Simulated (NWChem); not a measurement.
Species: methyl formate (C2H4O2); SMILES COC=O

```xyz
8

C     -0.5128    -1.3151     0.0000
O      0.6744    -0.5366    -0.0001
C      0.5044     0.7822     0.0000
O     -0.5508     1.3474     0.0000
H     -1.1182    -1.1059    -0.8944
H     -0.1945    -2.3638     0.0051
H     -1.1230    -1.0986     0.8895
H      1.4975     1.2786     0.0002
```
Atoms are numbered in this order, from 1.

All runs: NWChem. Medium grid unless said otherwise, to which SCAN and Minnesota functionals are sensitive. All runs use the structure optimised with PBE0/def2-SVP. Hybrids' shares of exact exchange are those that their runs print; pure functionals count as 0. The functionals differ in more than this share.

```
row                                     share of exact exchange  highest occupied level (eV)
--------------------------------------  -----------------------  ---------------------------
LDA (Slater exchange, VWN5)/def2-TZVPD                     0.00                        -6.91
PBE/def2-TZVPD                                             0.00                        -6.72
B3LYP/def2-TZVPD                                           0.20                        -8.15
PBE0/def2-TZVPD                                            0.25                        -8.40
M06-2X/def2-TZVPD                                          0.54                       -10.13
Hartree-Fock/def2-TZVPD                                    1.00                     withheld
```

Problem. Fit a straight line of the last column on the one before it, predict the withheld value, and compare with the run.

Solution. 
1. Means of the 5 shown rows: x = 0.198, y = -8.062. Slope Σ(x − x̄)(y − ȳ)/Σ(x − x̄)² = -1.219/0.1981 = -6.153; intercept -6.844.
2. The shown rows scatter about the line by 0.074 (root mean square); the largest residual is +0.12, at PBE/def2-TZVPD.
3. At x = 1.00 (Hartree-Fock/def2-TZVPD; beyond the shown range) the line gives -13.00.
4. The run gives -12.70, +0.30 from the line, 4.1 times the scatter.
